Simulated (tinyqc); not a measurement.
Inside a calculation (part 1 of 2). Method: RHF in the sto-3g basis, for NH3, spin multiplicity 1. Computed by tinyqc, a small Python program that keeps every step (integrals from PySCF). Settings: charge = 0, multiplicity = 1, basis = sto-3g, energy threshold = 1e-10, iteration cap = 74, orthogonalisation = symmetric, start = core, DIIS depth = 4, DIIS from iteration = 2, method = RHF. Command: `OMP_NUM_THREADS=1 python tinyqc.py 31902 31903 out.jsonl` (the two numbers bound the seeds that draw the settings). One thread of a shared host (Intel(R) Xeon(R) Processor @ 2.60GHz), about 0.06 s of CPU time with the checks. Later iterations appear only in the table of the cycle.

## One-electron integrals

Geometry (angstrom):
```
atom          x          y         z
N      0.000000   0.000000  0.136000
H      1.098000   0.000000  0.000000
H     -0.549000   0.951000  0.000000
H     -0.549000  -0.951000  0.000000
```

Basis sto-3g: exponents (1/bohr^2) and contraction coefficients of normalised primitives:
```
element  l (shell)   exponent  coefficient
N            s (1)  99.106169     0.154329
N            s (1)  18.052312     0.535328
N            s (1)   4.885660     0.444635
N            s (2)   3.780456    -0.099967
N            s (2)   0.878497     0.399513
N            s (2)   0.285714     0.700115
N            p (3)   3.780456     0.155916
N            p (3)   0.878497     0.607684
N            p (3)   0.285714     0.391957
H            s (1)   3.425251     0.154329
H            s (1)   0.623914     0.535328
H            s (1)   0.168855     0.444635
```

Overlap, kinetic and nuclear-attraction integrals over the contracted functions; the nuclear repulsion is the sum of Za Zb / Rab.

nuclear repulsion = 10.87829056 hartree

overlap S, lower triangle:
```
           1N 1s     1N 2s     1N 2px     1N 2py     1N 2pz     2H 1s     3H 1s     4H 1s
1N 1s   1.000000
1N 2s   0.235038  1.000000
1N 2px  0.000000  0.000000   1.000000
1N 2py  0.000000  0.000000   0.000000   1.000000
1N 2pz  0.000000  0.000000   0.000000   0.000000   1.000000
2H 1s   0.046729  0.437813   0.402427   0.000000  -0.049845  1.000000
3H 1s   0.046719  0.437761  -0.201180   0.348493  -0.049837  0.139757  1.000000
4H 1s   0.046719  0.437761  -0.201180  -0.348493  -0.049837  0.139757  0.139722  1.000000
```

kinetic energy T (hartree), lower triangle:
```
            1N 1s     1N 2s     1N 2px     1N 2py     1N 2pz      2H 1s      3H 1s     4H 1s
1N 1s   21.990753
1N 2s   -0.128416  0.606994
1N 2px   0.000000  0.000000   1.899358
1N 2py   0.000000  0.000000   0.000000   1.899358
1N 2pz   0.000000  0.000000   0.000000   0.000000   1.899358
2H 1s   -0.009726  0.088153   0.219842   0.000000  -0.027230   0.760032
3H 1s   -0.009728  0.088123  -0.109885   0.190347  -0.027221  -0.008600   0.760032
4H 1s   -0.009728  0.088123  -0.109885  -0.190347  -0.027221  -0.008600  -0.008603  0.760032
```

nuclear attraction V (hartree), lower triangle:
```
             1N 1s      1N 2s     1N 2px     1N 2py     1N 2pz      2H 1s      3H 1s      4H 1s
1N 1s   -47.620761
1N 2s    -5.770178  -8.280374
1N 2px   -0.000003  -0.000034  -8.275920
1N 2py    0.000000   0.000000   0.000000  -8.275918
1N 2pz    0.004887   0.058181   0.000005   0.000000  -8.121415
2H 1s    -1.172379  -2.921331  -2.433477   0.000000   0.315283  -5.063118
3H 1s    -1.172128  -2.920894   1.216484  -2.107258   0.315220  -0.799582  -5.062854
4H 1s    -1.172128  -2.920894   1.216484   2.107258   0.315220  -0.799582  -0.799378  -5.062854
```

core Hamiltonian H = T + V (hartree), lower triangle:
```
             1N 1s      1N 2s     1N 2px     1N 2py     1N 2pz      2H 1s      3H 1s      4H 1s
1N 1s   -25.630008
1N 2s    -5.898594  -7.673381
1N 2px   -0.000003  -0.000034  -6.376561
1N 2py    0.000000   0.000000   0.000000  -6.376560
1N 2pz    0.004887   0.058181   0.000005   0.000000  -6.222057
2H 1s    -1.182105  -2.833178  -2.213635   0.000000   0.288053  -4.303086
3H 1s    -1.181855  -2.832770   1.106599  -1.916911   0.287999  -0.808182  -4.302822
4H 1s    -1.181855  -2.832770   1.106599   1.916911   0.287999  -0.808182  -0.807981  -4.302822
```

## Two-electron integrals

Functions are numbered as in S; the eight-fold symmetry (ij|kl) = (ji|kl) = (kl|ij) leaves the list below.

Two-electron integrals (ij|kl) in chemists' order, unique and non-zero (hartree):
```
(11|11) 4.166630    (21|11) 0.640849    (21|21) 0.117461    (22|11) 0.969864
(22|21) 0.220936    (22|22) 0.708245    (31|31) 0.020960    (32|31) 0.032452
(32|32) 0.156449    (33|11) 0.967124    (33|21) 0.220977    (33|22) 0.708086
(33|33) 0.762805    (41|41) 0.020960    (42|41) 0.032452    (42|42) 0.156449
(43|43) 0.041119    (44|11) 0.967124    (44|21) 0.220977    (44|22) 0.708086
(44|33) 0.680568    (44|44) 0.762805    (51|51) 0.020960    (52|51) 0.032452
(52|52) 0.156449    (53|53) 0.041119    (54|54) 0.041119    (55|11) 0.967124
(55|21) 0.220977    (55|22) 0.708086    (55|33) 0.680568    (55|44) 0.680568
(55|55) 0.762805    (61|11) 0.128867    (61|21) 0.023445    (61|22) 0.043893
(61|31) 0.001219    (61|32) 0.002294    (61|33) 0.044117    (61|44) 0.043781
(61|51) -0.000151   (61|52) -0.000284   (61|53) -0.000042   (61|55) 0.043786
(61|61) 0.004758    (62|11) 0.320043    (62|21) 0.073835    (62|22) 0.262097
(62|31) 0.006143    (62|32) 0.047066    (62|33) 0.272453    (62|44) 0.256673
(62|51) -0.000761   (62|52) -0.005830   (62|53) -0.001955   (62|55) 0.256915
(62|61) 0.015162    (62|62) 0.124394    (63|11) 0.252738    (63|21) 0.059032
(63|22) 0.223047    (63|31) 0.011735    (63|32) 0.080828    (63|33) 0.243944
(63|44) 0.212378    (63|51) -0.000531   (63|52) -0.004642   (63|53) -0.002740
(63|55) 0.212573    (63|61) 0.012650    (63|62) 0.127126    (63|63) 0.144192
(64|41) 0.007449    (64|42) 0.043348    (64|43) 0.009440    (64|54) -0.001169
(64|64) 0.016280    (65|11) -0.031304   (65|21) -0.007312   (65|22) -0.027627
(65|31) -0.000531   (65|32) -0.004642   (65|33) -0.027877   (65|44) -0.026306
(65|51) 0.007515    (65|52) 0.043923    (65|53) 0.009635    (65|55) -0.028668
(65|61) -0.001567   (65|62) -0.015746   (65|63) -0.015843   (65|65) 0.018243
(66|11) 0.468141    (66|21) 0.109730    (66|22) 0.445495    (66|31) 0.011498
(66|32) 0.120584    (66|33) 0.485735    (66|44) 0.424620    (66|51) -0.001424
(66|52) -0.014936   (66|53) -0.007570   (66|55) 0.425557    (66|61) 0.022770
(66|62) 0.268471    (66|63) 0.307391    (66|65) -0.038074   (66|66) 0.774606
(71|11) 0.128840    (71|21) 0.023440    (71|22) 0.043884    (71|31) -0.000609
(71|32) -0.001147   (71|33) 0.043856    (71|41) 0.001055    (71|42) 0.001987
(71|43) -0.000145   (71|44) 0.044024    (71|51) -0.000151   (71|52) -0.000284
(71|53) 0.000021    (71|54) -0.000036   (71|55) 0.043777    (71|61) 0.004644
(71|62) 0.014445    (71|63) 0.011299    (71|64) 0.000444    (71|65) -0.001495
(71|66) 0.021376    (71|71) 0.004756    (72|11) 0.319994    (72|21) 0.073824
(72|22) 0.262060    (72|31) -0.003071   (72|32) -0.023528   (72|33) 0.260581
(72|41) 0.005320    (72|42) 0.040757    (72|43) -0.006832   (72|44) 0.268471
(72|51) -0.000761   (72|52) -0.005829   (72|53) 0.000977    (72|54) -0.001692
(72|55) 0.256879    (72|61) 0.014446    (72|62) 0.092572    (72|63) 0.073240
(72|64) 0.010709    (72|65) -0.011369   (72|66) 0.157283    (72|71) 0.015157
(72|72) 0.124362    (73|11) -0.126343   (73|21) -0.029510   (73|22) -0.111502
(73|31) 0.008519    (73|32) 0.052709    (73|33) -0.117192   (73|41) -0.001856
(73|42) -0.016227   (73|43) 0.010920    (73|44) -0.110925   (73|51) 0.000265
(73|52) 0.002321    (73|53) -0.001562   (73|54) 0.000680    (73|55) -0.106266
(73|61) -0.005265   (73|62) -0.027344   (73|63) -0.010937   (73|64) -0.002392
(73|65) 0.003287    (73|66) -0.036729   (73|71) -0.006322   (73|72) -0.063544
(73|73) 0.048242    (74|11) 0.218857    (74|21) 0.051119    (74|22) 0.193149
(74|31) -0.001856   (74|32) -0.016227   (74|33) 0.186656    (74|41) 0.010662
(74|42) 0.071450    (74|43) -0.009475   (74|44) 0.208498    (74|51) -0.000460
(74|52) -0.004020   (74|53) 0.000680    (74|54) -0.002347   (74|55) 0.184079
(74|61) 0.010008    (74|62) 0.068786    (74|63) 0.054054    (74|64) 0.018888
(74|65) -0.008288   (74|66) 0.117781    (74|71) 0.010951    (74|72) 0.110073
(74|73) -0.055373   (74|74) 0.112196    (75|11) -0.031298   (75|21) -0.007310
(75|22) -0.027622   (75|31) 0.000265    (75|32) 0.002321    (75|33) -0.026693
(75|41) -0.000460   (75|42) -0.004020   (75|43) 0.000680    (75|44) -0.027479
(75|51) 0.007514    (75|52) 0.043916    (75|53) -0.004816   (75|54) 0.008343
(75|55) -0.028663   (75|61) -0.001495   (75|62) -0.011368   (75|63) -0.008821
(75|64) -0.001297   (75|65) 0.012833    (75|66) -0.020716   (75|71) -0.001566
(75|72) -0.015741   (75|73) 0.007919    (75|74) -0.013717   (75|75) 0.018237
(76|11) 0.084970    (76|21) 0.019708    (76|22) 0.073775    (76|31) 0.000673
(76|32) 0.005740    (76|33) 0.074311    (76|41) 0.001166    (76|42) 0.009943
(76|43) 0.000355    (76|44) 0.074721    (76|51) -0.000334   (76|52) -0.002844
(76|53) -0.000358   (76|54) -0.000620   (76|55) 0.072215    (76|61) 0.003972
(76|62) 0.032331    (76|63) 0.030711    (76|64) 0.003449    (76|65) -0.004544
(76|66) 0.067173    (76|71) 0.003971    (76|72) 0.032327    (76|73) -0.012367
(76|74) 0.028319    (76|75) -0.004543   (76|76) 0.010238    (77|11) 0.468107
(77|21) 0.109722    (77|22) 0.445468    (77|31) -0.005748   (77|32) -0.060283
(77|33) 0.439870    (77|41) 0.009957    (77|42) 0.104424    (77|43) -0.026460
(77|44) 0.470431    (77|51) -0.001424   (77|52) -0.014933   (77|53) 0.003784
(77|54) -0.006555   (77|55) 0.425532    (77|61) 0.021379    (77|62) 0.157296
(77|63) 0.120373    (77|64) 0.027079    (77|65) -0.020718   (77|66) 0.276895
(77|71) 0.022763    (77|72) 0.268431    (77|73) -0.153664   (77|74) 0.266183
(77|75) -0.038066   (77|76) 0.067173    (77|77) 0.774606    (81|11) 0.128840
(81|21) 0.023440    (81|22) 0.043884    (81|31) -0.000609   (81|32) -0.001147
(81|33) 0.043856    (81|41) -0.001055   (81|42) -0.001987   (81|43) 0.000145
(81|44) 0.044024    (81|51) -0.000151   (81|52) -0.000284   (81|53) 0.000021
(81|54) 0.000036    (81|55) 0.043777    (81|61) 0.004644    (81|62) 0.014445
(81|63) 0.011299    (81|64) -0.000444   (81|65) -0.001495   (81|66) 0.021376
(81|71) 0.004643    (81|72) 0.014443    (81|73) -0.006032   (81|74) 0.009563
(81|75) -0.001494   (81|76) 0.003820    (81|77) 0.021374    (81|81) 0.004756
(82|11) 0.319994    (82|21) 0.073824    (82|22) 0.262060    (82|31) -0.003071
(82|32) -0.023528   (82|33) 0.260581    (82|41) -0.005320   (82|42) -0.040757
(82|43) 0.006832    (82|44) 0.268471    (82|51) -0.000761   (82|52) -0.005829
(82|53) 0.000977    (82|54) 0.001692    (82|55) 0.256879    (82|61) 0.014446
(82|62) 0.092572    (82|63) 0.073240    (82|64) -0.010709   (82|65) -0.011369
(82|66) 0.157283    (82|71) 0.014443    (82|72) 0.092558    (82|73) -0.045884
(82|74) 0.058068    (82|75) -0.011367   (82|76) 0.025182    (82|77) 0.157270
(82|81) 0.015157    (82|82) 0.124362    (83|11) -0.126343   (83|21) -0.029510
(83|22) -0.111502   (83|31) 0.008519    (83|32) 0.052709    (83|33) -0.117192
(83|41) 0.001856    (83|42) 0.016227    (83|43) -0.010920   (83|44) -0.110925
(83|51) 0.000265    (83|52) 0.002321    (83|53) -0.001562   (83|54) -0.000680
(83|55) -0.106266   (83|61) -0.005265   (83|62) -0.027344   (83|63) -0.010937
(83|64) 0.002392    (83|65) 0.003287    (83|66) -0.036729   (83|71) -0.006032
(83|72) -0.045884   (83|73) 0.033791    (83|74) -0.028217   (83|75) 0.005532
(83|76) -0.009486   (83|77) -0.083617   (83|81) -0.006322   (83|82) -0.063544
(83|83) 0.048242    (84|11) -0.218857   (84|21) -0.051119   (84|22) -0.193149
(84|31) 0.001856    (84|32) 0.016227    (84|33) -0.186656   (84|41) 0.010662
(84|42) 0.071450    (84|43) -0.009475   (84|44) -0.208498   (84|51) 0.000460
(84|52) 0.004020    (84|53) -0.000680   (84|54) -0.002347   (84|55) -0.184079
(84|61) -0.010008   (84|62) -0.068786   (84|63) -0.054054   (84|64) 0.018888
(84|65) 0.008288    (84|66) -0.117781   (84|71) -0.009563   (84|72) -0.058068
(84|73) 0.028217    (84|74) -0.025852   (84|75) 0.006990    (84|76) -0.016433
(84|77) -0.090700   (84|81) -0.010951   (84|82) -0.110073   (84|83) 0.055373
(84|84) 0.112196    (85|11) -0.031298   (85|21) -0.007310   (85|22) -0.027622
(85|31) 0.000265    (85|32) 0.002321    (85|33) -0.026693   (85|41) 0.000460
(85|42) 0.004020    (85|43) -0.000680   (85|44) -0.027479   (85|51) 0.007514
(85|52) 0.043916    (85|53) -0.004816   (85|54) -0.008343   (85|55) -0.028663
(85|61) -0.001495   (85|62) -0.011368   (85|63) -0.008821   (85|64) 0.001297
(85|65) 0.012833    (85|66) -0.020716   (85|71) -0.001494   (85|72) -0.011367
(85|73) 0.005532    (85|74) -0.006990   (85|75) 0.012831    (85|76) -0.003427
(85|77) -0.020714   (85|81) -0.001566   (85|82) -0.015741   (85|83) 0.007919
(85|84) 0.013717    (85|85) 0.018237    (86|11) 0.084970    (86|21) 0.019708
(86|22) 0.073775    (86|31) 0.000673    (86|32) 0.005740    (86|33) 0.074311
(86|41) -0.001166   (86|42) -0.009943   (86|43) -0.000355   (86|44) 0.074721
(86|51) -0.000334   (86|52) -0.002844   (86|53) -0.000358   (86|54) 0.000620
(86|55) 0.072215    (86|61) 0.003972    (86|62) 0.032331    (86|63) 0.030711
(86|64) -0.003449   (86|65) -0.004544   (86|66) 0.067173    (86|71) 0.003820
(86|72) 0.025182    (86|73) -0.009486   (86|74) 0.016433    (86|75) -0.003427
(86|76) 0.008204    (86|77) 0.042827    (86|81) 0.003971    (86|82) 0.032327
(86|83) -0.012367   (86|84) -0.028319   (86|85) -0.004543   (86|86) 0.010238
(87|11) 0.084949    (87|21) 0.019703    (87|22) 0.073756    (87|31) -0.001346
(87|32) -0.011477   (87|33) 0.074907    (87|44) 0.074088    (87|51) -0.000333
(87|52) -0.002843   (87|53) 0.000715    (87|55) 0.072197    (87|61) 0.003820
(87|62) 0.025180    (87|63) 0.018972    (87|65) -0.003427   (87|66) 0.042819
(87|71) 0.003970    (87|72) 0.032318    (87|73) -0.018334   (87|74) 0.024864
(87|75) -0.004542   (87|76) 0.008202    (87|77) 0.067153    (87|81) 0.003970
(87|82) 0.032318    (87|83) -0.018334   (87|84) -0.024864   (87|85) -0.004542
(87|86) 0.008202    (87|87) 0.010233    (88|11) 0.468107    (88|21) 0.109722
(88|22) 0.445468    (88|31) -0.005748   (88|32) -0.060283   (88|33) 0.439870
(88|41) -0.009957   (88|42) -0.104424   (88|43) 0.026460    (88|44) 0.470431
(88|51) -0.001424   (88|52) -0.014933   (88|53) 0.003784    (88|54) 0.006555
(88|55) 0.425532    (88|61) 0.021379    (88|62) 0.157296    (88|63) 0.120373
(88|64) -0.027079   (88|65) -0.020718   (88|66) 0.276895    (88|71) 0.021374
(88|72) 0.157270    (88|73) -0.083617   (88|74) 0.090700    (88|75) -0.020714
(88|76) 0.042827    (88|77) 0.276873    (88|81) 0.022763    (88|82) 0.268431
(88|83) -0.153664   (88|84) -0.266183   (88|85) -0.038066   (88|86) 0.067173
(88|87) 0.067153    (88|88) 0.774606
```

## Orthogonalisation

S = U s U^T; symmetric (Loewdin) form X = U s^(-1/2) U^T, so that X^T S X = 1.

eigenvalues of S: 0.338167  0.432343  0.432369  0.961759  1.016896  1.427889  1.427909  1.962669

X, lower triangle:
```
            1N 1s      1N 2s     1N 2px     1N 2py    1N 2pz      2H 1s      3H 1s     4H 1s
1N 1s    1.024773
1N 2s   -0.149478   1.306493
1N 2px  -0.000002   0.000032   1.130840
1N 2py   0.000000   0.000000   0.000000   1.130833
1N 2pz   0.003076  -0.031745  -0.000004   0.000000  1.003537
2H 1s    0.021564  -0.270401  -0.276491   0.000000  0.030235   1.187922
3H 1s    0.021562  -0.270346   0.138217  -0.239419  0.030227  -0.038961   1.187869
4H 1s    0.021562  -0.270346   0.138217   0.239419  0.030227  -0.038961  -0.038954  1.187869
```

## Starting guess

The start is the orbitals of the core Hamiltonian; D = 2 C_occ C_occ^T.

D at the start, lower triangle:
```
            1N 1s      1N 2s     1N 2px     1N 2py    1N 2pz      2H 1s      3H 1s     4H 1s
1N 1s    2.138435
1N 2s   -0.635079   2.895357
1N 2px  -0.000014   0.000097   2.448880
1N 2py   0.000000   0.000000   0.000000   2.448864
1N 2pz   0.016636  -0.101025  -0.000014   0.000000  2.012588
2H 1s    0.079821  -0.350400  -0.467069   0.000000  0.053218   0.132325
3H 1s    0.079808  -0.350333   0.233484  -0.404454  0.053206  -0.001294   0.132293
4H 1s    0.079808  -0.350333   0.233484   0.404454  0.053206  -0.001294  -0.001306  0.132293
```

## Iteration 1: building the Fock matrix

J_ij = sum D_kl (ij|kl), K_ij = sum D_kl (ik|jl); F = H + J - 0.5 K; E = tr D H + tr D J / 2 - 0.25 tr D K + E_nn.

Coulomb J (hartree), lower triangle:
```
            1N 1s      1N 2s     1N 2px     1N 2py     1N 2pz     2H 1s     3H 1s     4H 1s
1N 1s   16.443325
1N 2s    3.119623   7.749658
1N 2px   0.000001  -0.000003   7.739031
1N 2py   0.000000   0.000000   0.000000   7.739032
1N 2pz  -0.001009   0.002709   0.000000   0.000000   7.750586
2H 1s    0.622911   2.770835   2.307813   0.000000  -0.284951  4.497145
3H 1s    0.622778   2.770441  -1.153687   1.998461  -0.284896  0.767010  4.496872
4H 1s    0.622778   2.770441  -1.153687  -1.998461  -0.284896  0.767010  0.766820  4.496872
```

exchange K (hartree), lower triangle:
```
            1N 1s      1N 2s     1N 2px     1N 2py     1N 2pz     2H 1s     3H 1s     4H 1s
1N 1s    8.591838
1N 2s    1.496243   2.501649
1N 2px   0.000000  -0.000002   2.058326
1N 2py   0.000000   0.000000   0.000000   2.058329
1N 2pz  -0.000333   0.001204   0.000001   0.000000   2.075448
2H 1s    0.314614   0.774038   0.477177   0.000000  -0.058472  0.391158
3H 1s    0.314549   0.773919  -0.238540   0.413208  -0.058460  0.191091  0.391051
4H 1s    0.314549   0.773919  -0.238540  -0.413208  -0.058460  0.191091  0.191048  0.391051
```

Fock matrix F (hartree), lower triangle:
```
             1N 1s      1N 2s     1N 2px     1N 2py    1N 2pz      2H 1s      3H 1s      4H 1s
1N 1s   -13.482602
1N 2s    -3.527093  -1.174547
1N 2px   -0.000003  -0.000035   0.333306
1N 2py    0.000000   0.000000   0.000000   0.333308
1N 2pz    0.004044   0.060289   0.000005   0.000000  0.490805
2H 1s    -0.716501  -0.449362  -0.144410   0.000000  0.032339  -0.001520
3H 1s    -0.716352  -0.449288   0.072182  -0.125054  0.032333  -0.136717  -0.001475
4H 1s    -0.716352  -0.449288   0.072182   0.125054  0.032333  -0.136717  -0.136685  -0.001475
```

total energy of this density = -52.84333992 hartree

## Iteration 1: diagonalisation and new density

Diagonalise F' = X^T F X, C = X C', fill 5 alpha and 5 beta electrons from the bottom; D = 2 C_occ C_occ^T. Each column has its largest component positive (the first on a tie).

F' = X^T F X (hartree), lower triangle:
```
            1          2          3          4         5          6          7         8
1  -13.191254
2   -1.991476  -0.213025
3   -0.000003   0.000009   0.577169
4    0.000000   0.000000   0.000000   0.577159
5    0.006781   0.013887  -0.000002   0.000000  0.497165
6   -0.096855  -0.319352  -0.366986   0.000000  0.042826   0.332267
7   -0.096812  -0.319288   0.183456  -0.317783  0.042815  -0.056434   0.332215
8   -0.096812  -0.319288   0.183456   0.317783  0.042815  -0.056434  -0.056425  0.332215
```

orbital energies (hartree): MO1 -13.494461, MO2 -0.375667, MO3 0.023708, MO4 0.023720, MO5 0.489478, MO6 0.692905, MO7 0.942091, MO8 0.942137

coefficients C:
```
              MO1        MO2        MO3        MO4        MO5        MO6        MO7        MO8
1N 1s    0.991565  -0.212371   0.000000   0.000010  -0.061085  -0.204630   0.000000  -0.000050
1N 2s    0.038428   0.676164   0.000000  -0.000044   0.304822   1.182360   0.000000   0.000336
1N 2px   0.000001   0.000039   0.000000   0.450012  -0.000009  -0.000220   0.000000   1.091304
1N 2py   0.000000   0.000000   0.449996   0.000000   0.000000   0.000000   1.091297   0.000000
1N 2pz  -0.001467  -0.056354   0.000000   0.000001   0.958574  -0.298000   0.000000  -0.000063
2H 1s   -0.007388   0.218535   0.000000   0.603313  -0.113997  -0.651274   0.000000  -0.846278
3H 1s   -0.007386   0.218494   0.522511  -0.301702  -0.114009  -0.651501  -0.732701   0.422871
4H 1s   -0.007386   0.218494  -0.522511  -0.301702  -0.114009  -0.651501   0.732701   0.422871
```

D after iteration 1, lower triangle:
```
            1N 1s     1N 2s     1N 2px     1N 2py     1N 2pz      2H 1s      3H 1s     4H 1s
1N 1s    2.064069
1N 2s   -0.248227  1.103181
1N 2px  -0.000005  0.000008   0.405022
1N 2py   0.000000  0.000000   0.000000   0.404992
1N 2pz  -0.096082  0.508066  -0.000021   0.000000   1.844084
2H 1s   -0.093533  0.225413   0.543016   0.000000  -0.243157   0.849588
3H 1s   -0.093529  0.225430  -0.271520   0.470255  -0.243177  -0.242441   0.849668
4H 1s   -0.093529  0.225430  -0.271520  -0.470255  -0.243177  -0.242441  -0.242403  0.849668
```
